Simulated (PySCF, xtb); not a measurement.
Bonds broken one at a time in the series Al Cl-NH2. Gas-phase values, no solvent. Strings in code marks are SMILES.

Quantity: homolytic bond dissociation enthalpy at 298 K (no spin–orbit term), in kJ/mol. Enthalpy corrections at 298 K come from GFN2-xTB frequencies (xtb).

Case: N–Al bond of `[NH2][Al]([Cl])[Cl]`, giving `[Cl][Al][Cl]` and `[NH2]`. Geometry of `[NH2][Al]([Cl])[Cl]` (neutral, multiplicity 1, Å):

```xyz
6

N     -1.0237    -0.1136     0.0105
Al     0.7141     0.0794    -0.0073
Cl     1.5472     1.9876    -0.0899
Cl     1.9465    -1.5998     0.0541
H     -1.5001    -1.0008     0.0494
H     -1.6841     0.6471    -0.0167
```

**Question.** Estimate the homolytic bond dissociation enthalpy at 298 K (no spin–orbit term) that PBE-D3(BJ)/def2-TZVP // r2SCAN-D4/def2-TZVP (PySCF) returns for this input.

**Answer.** 432.2 kJ/mol.
